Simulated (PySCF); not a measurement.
Molecule: `InChI=1S/C4H11P/c1-5(2,3)4/h1H2,2-4H3`.

Structure with atom numbers: `[CH2:1]=[P:2]([CH3:3])([CH3:4])[CH3:5]`. Hydrogens are named by the atom that carries them.

Geometry PBE0-D3(BJ)/def2-SVP throughout; GIAO in PySCF 2.14, gas phase, one conformer, non-relativistic; equivalent atoms averaged; basis pcSseg-1.

For orientation, OPBE gives these shifts δ (against TMS, H3PO4 at the same level): C3/C4/C5 19.9, C1 -8.7, P2 -39.6, H(C3)/H(C4)/H(C5) 1.23, H(C1) -0.44 ppm.

A run gave: C3/C4/C5 21.0, C1 -7.3, P2 -40.9, H(C3)/H(C4)/H(C5) 1.24, H(C1) -0.31 ppm (shifts δ (against TMS, H3PO4 at the same level)).

Which functional was used in that run?
A. BLYP
B. HF
C. mPW1PW91
D. KT2
E. LDA

Results:

D. C1 tells them apart best: KT2 gives -7.3, BLYP gives -8.8, HF gives -14.4, LDA gives -5.4, mPW1PW91 gives -9.2 ppm.
